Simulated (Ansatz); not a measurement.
**2H WS2**

These are PBE-D3(BJ) (Ansatz, a first-principles code, PAW) values and carry that method's errors.

Settings: plane-wave cutoff 520 eV, 12×12×4 k mesh (along the axes of the cell as run), no spin polarisation, scalar-relativistic PAW data made under PBE.

Cell (relaxed at this level):

```
CELL_PARAMETERS angstrom
      3.15402     0.00000     0.00000
     -1.57701     2.73146     0.00000
      0.00000     0.00000    12.14001
ATOMIC_POSITIONS crystal
  W  0.66667 0.33333 0.75000
  W  0.33333 0.66667 0.25000
  S  0.66667 0.33333 0.37971
  S  0.33333 0.66667 0.87971
  S  0.33333 0.66667 0.62029
  S  0.66667 0.33333 0.12029
```

| Item | Result |
|---|---|
| elastic constant C11 | 253 GPa |
| elastic constant C12 | 53.1 GPa |
| elastic constant C13 | 10.4 GPa |
| elastic constant C33 | 65.3 GPa |
| elastic constant C44 | 21.5 GPa |
| elastic constant C66 | 99.8 GPa |
| Voigt–Reuss–Hill bulk modulus | 64.9 GPa |
| Voigt–Reuss–Hill shear modulus (Hill average) | 49.1 GPa |
| Young modulus | 118 GPa |
| Poisson ratio | 0.198 |

Measured, for comparison: elastic constant C33 60 ± 5 GPa (temperature not stated, not corrected to a static lattice; as tabulated in Björkman et al. (2012), arXiv:1206.3542). Computed (rounded) less measured: elastic constant C33 +9 %. A static lattice is as a rule a little smaller and stiffer than an uncorrected measurement, which narrows the difference in the elastic constant C33 and would widen misses of the other sign.

Note: the dispersion coefficients are held fixed in the derivatives.

Elastic constants are with the ions relaxed.

Spin–orbit coupling is not included.

Static lattice: no zero-point or thermal effects.
